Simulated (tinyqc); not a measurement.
MP2 on RHF in the sto-6g basis, frozen core, for H3O+, spin multiplicity 1, step by step. One step of it, computed by the program tinyqc.

Problem. Second-order Moller-Plesset energy. E2 = sum_ijab (ia|jb) [2 (ia|jb) - (ib|ja)] / (e_i + e_j - e_a - e_b) over occupied i, j and virtual a, b; the opposite-spin part is (ia|jb)^2 / denominator, the rest is same-spin, and SCS-MP2 scales them by 6/5 and 1/3.

orbital energies (hartree): MO1 -21.095285, MO2 -1.743972, MO3 -1.057957, MO4 -1.057749, MO5 -0.891184, MO6 0.044118, MO7 0.221560, MO8 0.221857

Two-electron integrals over orbitals (pq|rs), unique and non-zero (hartree); the lowest 1 orbital is frozen and left out:
```
(22|22) 0.729639    (32|22) -4.05e-06   (32|32) 0.137214    (33|22) 0.656711
(33|32) 0.032965    (33|33) 0.659105    (42|42) 0.137204    (43|42) -0.032949
(43|43) 0.041286    (44|22) 0.656730    (44|32) -0.032956   (44|33) 0.576573
(44|44) 0.659132    (52|22) -0.012843   (52|32) -3.72e-06   (52|33) 0.004834
(52|44) 0.004846    (52|52) 0.142675    (53|22) -0.000006   (53|32) 0.002539
(53|33) -0.004907   (53|44) 0.004906    (53|52) 0.000013    (53|53) 0.035026
(54|42) 0.002554    (54|43) 0.004906    (54|54) 0.035026    (55|22) 0.739816
(55|32) 0.000020    (55|33) 0.648823    (55|44) 0.648842    (55|52) 0.070915
(55|53) 3.55e-06    (55|55) 0.869231    (62|22) 0.143759    (62|32) -2.84e-06
(62|33) 0.098686    (62|44) 0.098722    (62|52) -0.021527   (62|53) -3.35e-06
(62|55) 0.151125    (62|62) 0.079559    (63|22) -0.000012   (63|32) -0.011600
(63|33) -0.025465   (63|44) 0.025456    (63|52) -3.06e-06   (63|53) 0.006838
(63|55) -0.000013   (63|62) 1.58e-06    (63|63) 0.053984    (64|42) -0.011531
(64|43) 0.025456    (64|54) 0.006829    (64|64) 0.053940    (65|22) -0.065345
(65|32) -4.14e-06   (65|33) -0.037070   (65|44) -0.037082   (65|52) 0.046670
(65|53) 1.96e-06    (65|55) -0.056024   (65|62) -0.043042   (65|63) -0.000006
(65|65) 0.037937    (66|22) 0.520846    (66|32) 0.000009    (66|33) 0.498469
(66|44) 0.498430    (66|52) -0.045694   (66|53) -0.000011   (66|55) 0.497751
(66|62) 0.054507    (66|63) -0.000030   (66|65) -0.032806   (66|66) 0.471451
(72|42) 0.051504    (72|43) 0.010631    (72|54) 0.014617    (72|64) 0.035558
(72|72) 0.053409    (73|42) 0.037241    (73|43) -0.004831   (73|54) -0.005542
(73|64) -0.025934   (73|72) -0.000994   (73|73) 0.033232    (74|22) 0.166615
(74|32) 0.037255    (74|33) 0.131096    (74|44) 0.121484    (74|52) 0.030441
(74|53) -0.005545   (74|55) 0.191320    (74|62) 0.082847    (74|63) -0.025955
(74|65) -0.028835   (74|66) 0.040116    (74|74) 0.148353    (75|42) 0.031144
(75|43) -0.010261   (75|54) 0.021852    (75|64) -0.013296   (75|72) 0.008960
(75|73) 0.011841    (75|75) 0.028068    (76|42) 0.096494    (76|43) -0.042477
(76|54) -0.012947   (76|64) -0.050820   (76|72) 0.004003    (76|73) 0.049761
(76|75) 0.026325    (76|76) 0.120413    (77|22) 0.575804    (77|32) -0.031204
(77|33) 0.515986    (77|44) 0.590260    (77|52) 0.002838    (77|53) 0.009535
(77|55) 0.571382    (77|62) 0.069642    (77|63) 0.042032    (77|65) -0.022186
(77|66) 0.481075    (77|74) 0.065385    (77|77) 0.572760    (82|22) 0.000032
(82|32) -0.051509   (82|33) 0.010617    (82|44) -0.010588   (82|52) 3.10e-06
(82|53) -0.014618   (82|55) 0.000025    (82|62) 0.000010    (82|63) -0.035548
(82|65) 1.23e-06    (82|66) 0.000027    (82|74) 0.001002    (82|77) -0.020125
(82|82) 0.053413    (83|22) -0.166644   (83|32) 0.037180    (83|33) -0.121506
(83|44) -0.131130   (83|52) -0.030449   (83|53) -0.005545   (83|55) -0.191342
(83|62) -0.082857   (83|63) -0.025927   (83|65) 0.028841    (83|66) -0.040101
(83|74) -0.083722   (83|77) -0.101100   (83|82) 0.000989    (83|83) 0.148324
(84|42) -0.037204   (84|43) 0.004816    (84|54) 0.005541    (84|64) 0.025923
(84|72) 0.001002    (84|73) -0.031423   (84|75) -0.011832   (84|76) -0.049730
(84|84) 0.033210    (85|22) 0.000006    (85|32) -0.031159   (85|33) -0.010261
(85|44) 0.010267    (85|52) 0.000006    (85|53) -0.021851   (85|55) 0.000005
(85|62) 4.68e-06    (85|63) 0.013315    (85|65) 1.20e-06    (85|66) -0.000007
(85|74) -0.011840   (85|77) 0.012733    (85|82) 0.008968    (85|83) -0.011832
(85|85) 0.028081    (86|22) 0.000017    (86|32) -0.096533   (86|33) -0.042465
(86|44) 0.042485    (86|52) 0.000007    (86|53) 0.012963    (86|55) 0.000008
(86|62) 0.000020    (86|63) 0.050893    (86|65) -0.000009   (86|66) -0.000034
(86|74) -0.049758   (86|77) 0.061452    (86|82) 0.004013    (86|83) -0.049728
(86|85) 0.026344    (86|86) 0.120482    (87|42) 0.031190    (87|43) -0.037150
(87|54) -0.009530   (87|64) -0.042011   (87|72) -0.020149   (87|73) 0.017863
(87|75) 0.012726    (87|76) 0.061429    (87|84) -0.017846   (87|87) 0.049197
(88|22) 0.575851    (88|32) 0.031172    (88|33) 0.590271    (88|44) 0.516024
(88|52) 0.002847    (88|53) -0.009532   (88|55) 0.571450    (88|62) 0.069655
(88|63) -0.042018   (88|65) -0.022186   (88|66) 0.481133    (88|74) 0.101115
(88|77) 0.474419    (88|82) 0.020150    (88|83) -0.065494   (88|85) -0.012719
(88|86) -0.061397   (88|88) 0.572761
```

Hartree-Fock energy = -76.03598925 hartree

Give: Terms; Pair energies; MP2 correlation energy; SCS-MP2 correlation energy; MP2 total energy.

Solution.

Terms (the 40 largest of 74):
```
i  j  a  b  (ia|jb)  (ib|ja)  denominator       term
4  4  7  7   0.1484   0.1484      -2.5586    -0.0086
3  3  8  8   0.1483   0.1483      -2.5596    -0.0086
4  3  7  8  -0.0837  -0.0314      -2.5591    -0.0044
3  4  8  7  -0.0837  -0.0314      -2.5591    -0.0044
2  3  6  8  -0.0829  -0.0355      -3.0679    -0.0035
3  2  8  6  -0.0829  -0.0355      -3.0679    -0.0035
2  4  6  7   0.0828   0.0356      -3.0674    -0.0035
4  2  7  6   0.0828   0.0356      -3.0674    -0.0035
2  2  6  6   0.0796   0.0796      -3.5762    -0.0018
3  3  6  6   0.0540   0.0540      -2.2042    -0.0013
4  4  6  6   0.0539   0.0539      -2.2037    -0.0013
5  5  6  6   0.0379   0.0379      -1.8706    -0.0008
2  2  8  8   0.0534   0.0534      -3.9317    -0.0007
2  2  7  7   0.0534   0.0534      -3.9311    -0.0007
2  5  6  6  -0.0430  -0.0430      -2.7234    -0.0007
5  2  6  6  -0.0430  -0.0430      -2.7234    -0.0007
4  5  7  6  -0.0288  -0.0133      -2.2146    -0.0006
5  4  6  7  -0.0288  -0.0133      -2.2146    -0.0006
3  5  8  6   0.0288   0.0133      -2.2151    -0.0006
5  3  6  8   0.0288   0.0133      -2.2151    -0.0006
3  3  7  7   0.0332   0.0332      -2.5590  -4.32e-04
4  4  8  8   0.0332   0.0332      -2.5592  -4.31e-04
5  5  8  8   0.0281   0.0281      -2.2261  -3.54e-04
5  5  7  7   0.0281   0.0281      -2.2255  -3.54e-04
4  3  7  6  -0.0260  -0.0259      -2.3814  -2.83e-04
3  4  6  7  -0.0260  -0.0259      -2.3814  -2.83e-04
3  3  8  6  -0.0259  -0.0259      -2.3819  -2.82e-04
3  3  6  8  -0.0259  -0.0259      -2.3819  -2.82e-04
3  4  7  6  -0.0259  -0.0260      -2.3814  -2.82e-04
4  3  6  7  -0.0259  -0.0260      -2.3814  -2.82e-04
4  4  6  8   0.0259   0.0259      -2.3815  -2.82e-04
4  4  8  6   0.0259   0.0259      -2.3815  -2.82e-04
4  3  8  7  -0.0314  -0.0837      -2.5591   2.56e-04
3  4  7  8  -0.0314  -0.0837      -2.5591   2.56e-04
2  3  8  6  -0.0355  -0.0829      -3.0679   1.36e-04
3  2  6  8  -0.0355  -0.0829      -3.0679   1.36e-04
2  4  7  6   0.0356   0.0828      -3.0674   1.36e-04
4  2  6  7   0.0356   0.0828      -3.0674   1.36e-04
4  5  7  8  -0.0118  -0.0118      -2.3923  -5.86e-05
5  4  8  7  -0.0118  -0.0118      -2.3923  -5.86e-05
```

Pair energies (hartree; pair i-j sums ij and ji):
```
pair  opposite spin  same spin
2-2         -0.0032          0
3-2         -0.0053    -0.0015
3-3         -0.0109          0
4-2         -0.0053    -0.0015
4-3         -0.0074    -0.0021
4-4         -0.0109          0
5-2         -0.0015          0
5-3         -0.0011  -2.18e-04
5-4         -0.0011  -2.18e-04
5-5         -0.0015          0
```

MP2 correlation energy = -0.053756 hartree

SCS-MP2 correlation energy = -0.059749 hartree

MP2 total energy = -76.089746 hartree
